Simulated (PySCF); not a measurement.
An unknown is described by computed data only.

Formula: CH6SSi.

| Quantity | Value |
| --- | --- |
| 1H NMR | chemical shifts (computed TMS as zero) by class: 4.45 (3 H), 1.94 (3 H) ppm [GIAO B3LYP/pcSseg-1] |
| Rotational structure | rotational constants A, B, C: 13.924, 4.209, 3.433 GHz [PBE0-D3(BJ)/def2-SVP] |
| UV, strongest line | among the 10 lowest singlet transitions: S8 at 8.00 eV (155 nm, f = 0.147) [TDDFT wB97X-D/def2-SVPD] |
| Polarisability | 63.0 au [wB97X-D/def2-SVPD] |
| NMR, other nuclei | isotropic shieldings of nuclei other than C and H, by class: 385 (1 Si), 694 (1 S) ppm [GIAO B3LYP/pcSseg-1] |
| UV, first state | lowest singlet excitation: 5.70 eV (217 nm, f = 0.006) [TDDFT wB97X-D/def2-SVPD] |
| 13C NMR | chemical shifts (computed TMS as zero) by class: 16.4 (1 C) ppm [GIAO B3LYP/pcSseg-1] |

Gas-phase values; electronic properties from PySCF, density fitting. Levels stand in brackets. Geometry: PBE0-D3(BJ)/def2-SVP; no solvent, vibrations or thermal averaging. NMR values are class means; diastereotopic atoms form classes of their own.

Question: Give a SMILES that accounts for the data.

Answer: The one carbon: carbon bonded to S and 3 H (16.4 ppm). Hydrogen classes from least to most shielded: 3 H on a silicon bonded to S and 3 H (4.45 ppm), 3 H on a carbon bonded to S and 3 H (1.94 ppm). The other shieldings belong to: 385 ppm, silicon bonded to S and 3 H; 694 ppm, sulfur bonded to C and Si. By its constants the optimised geometry is an asymmetric top. Structure: `[H][Si]([H])([H])SC` (Si(SMe)H3). The assignments are read from this structure; whether some other isomer fits the data as well wasn't checked.
